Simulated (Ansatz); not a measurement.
System: hcp Re. Method: rVV10 (Ansatz, a first-principles code, plane waves, PAW).

Numerical settings: plane-wave cutoff 520 eV, 24×24×12 k mesh (along the axes of the cell as run), Fermi–Dirac smearing 0.05 eV, no spin polarisation, scalar-relativistic PAW data made under PBE.

Computed at the level's own relaxed cell.

Question: Give the computed lattice parameter a, c axis length, bulk modulus B0, volume per atom and pressure derivative B′ of the bulk modulus.

Answer: 
- lattice parameter a: 2.795 Å
- c axis length: 4.518 Å
- bulk modulus B0: 351 GPa
- volume per atom: 15.29 Å³/atom
- pressure derivative B′ of the bulk modulus: 4.5

The run finds no gap.

Measured, for comparison: lattice constant a 2.761 Å, lattice parameter c 4.458 Å (293 K, not corrected to a static lattice; as tabulated in Wikipedia's data pages); bulk modulus 369 GPa (zero-point energy and finite temperature contributions removed, our sources range from 369 to 381; as tabulated in doi:10.1021/acs.jctc.3c00612). Computed (rounded) less measured: lattice constant a +1.2 %, lattice parameter c +1.3 %, bulk modulus -5 % (-5 % to -8 % over the range).

Note: the bulk modulus comes from volumes at which shape and atoms were relaxed.

Spin–orbit coupling is not included.

The computed numbers hold no vibrational or temperature effects.
